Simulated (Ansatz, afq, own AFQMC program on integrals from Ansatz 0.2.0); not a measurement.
BH₂⁺, singlet in aug-cc-pVTZ, levels against full CI

```xyz
3

B     0.0000    0.0000    0.0000
H     0.0000    0.0000   -1.1792
H     0.0000    0.0000    1.1792
```

Basis aug-cc-pVTZ. Only valence electrons are correlated. Ansatz 0.2.0 and our own AFQMC program on the same integrals; the CISD trial comes from CCSD amplitudes, and released means the phaseless constraint is let go. Free projection: walkers drawn from exp(T), propagated without any constraint. Its projection time is finite, and what remains of the start isn't in its error. Uncertainties: one standard error, sampling alone.

Determinant: RHF, the one that the program's search chose, which needn't be the lowest solution. The geometry is a PBE0/def2-TZVP stationary point of this or a neighbouring charge and spin state.

Full CI on the same integrals is exact in this basis and with this determinant's frozen core.

Cautions: the ph-AFQMC/HF walk drifts between its halves (2.3 errors).

The T1 diagnostic is 0.0057. The weight of the determinant in the CISD state is 0.959 and the size of the correlated space is 4 electrons in 91 orbitals.

Reference: full CI, correlation energy -2.369 eV. The released energy is read at 2.40 1/Eh (meV from the phaseless value at times in 1/Eh: -0.2 ± 0.7 at 0.24, 0.7 ± 0.7 at 0.51, 0.9 ± 0.6 at 0.99, 1.1 ± 0.5 at 1.62, 1.5 ± 0.7 at 2.40).

```json
{"level": "HF", "E − E(reference) (kJ/mol)": "228.6", "share of correlation (%)": "0.00"}
{"level": "MP2", "E − E(reference) (kJ/mol)": "47.1", "share of correlation (%)": "79.38"}
{"level": "CCSD", "E − E(reference) (kJ/mol)": "3.2", "share of correlation (%)": "98.59"}
{"level": "CCSD(T)", "E − E(reference) (kJ/mol)": "0.7", "share of correlation (%)": "99.69"}
{"level": "CCSDT", "E − E(reference) (kJ/mol)": "0.1", "share of correlation (%)": "99.97"}
{"level": "CCSDT(Q)", "E − E(reference) (kJ/mol)": "0.0", "share of correlation (%)": "99.99"}
{"level": "ph-AFQMC/HF", "E − E(reference) (kJ/mol)": "-5.1 ± 1.5", "share of correlation (%)": "102.23"}
{"level": "ph-AFQMC/CISD", "E − E(reference) (kJ/mol)": "-0.1 ± 0.07", "share of correlation (%)": "100.03"}
{"level": "released AFQMC", "E − E(reference) (kJ/mol)": "0.1 ± 0.06", "share of correlation (%)": "99.97"}
{"level": "free AFQMC", "E − E(reference) (kJ/mol)": "0.0 ± 0.07", "share of correlation (%)": "100.00"}
```

CCSDT and higher add their correlation energy to the determinant of the CCSD(T) run, since their own runs factorise the integrals more tightly (a shift of under 2 meV). Free projections are given only where their last times agree within the noise and don't stop above the reference; a slow remainder of the start can still hide under it. A walk keeps the symmetry of its determinant, which the program's search chose and which needn't be the lowest solution, so a lower state of the same spin and another symmetry isn't excluded. Released energies are given only where the last usable release times agree within the noise; a slower fall can still hide under it.
